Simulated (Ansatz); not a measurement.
bcc W was calculated with PBE+SOC in Ansatz (PAW).

Run with plane-wave cutoff 520 eV, 28×28×28 k mesh, Fermi–Dirac smearing 0.086 eV (set by the program), PAW data made under PBE.

Computed at the level's own relaxed cell.

Hill averages of the elastic tensor: K = 299.9 GPa, G = 145.3 GPa. Volume 16.155 Å³/atom, mean atomic mass 183.840 u.

Q: Work out the density, the sound velocities of a polycrystal and the elastic Debye temperature, and Pugh's ratio at this level.

A: ρ = 1.66054 × 183.840/16.155 = 18.897 g/cm³. v_l = √[(K + 4G/3)/ρ] = 5.111 km/s and v_t = √(G/ρ) = 2.773 km/s. The mean follows from 3/v_m³ = 1/v_l³ + 2/v_t³: v_m = 3.094 km/s. Θ_D = (ħ/k_B) v_m (6π²/V)^(1/3) = 76.38 K Å s/km × 3.094 × 1.5419 Å⁻¹ = 364 K, counting all atoms of the cell. K/G = 2.06, to be set beside Pugh's rough bound of 1.75 between brittle and ductile metals.

Note: shear constants of such metals converge slowly with the k mesh.

Ansatz is a first-principles code.
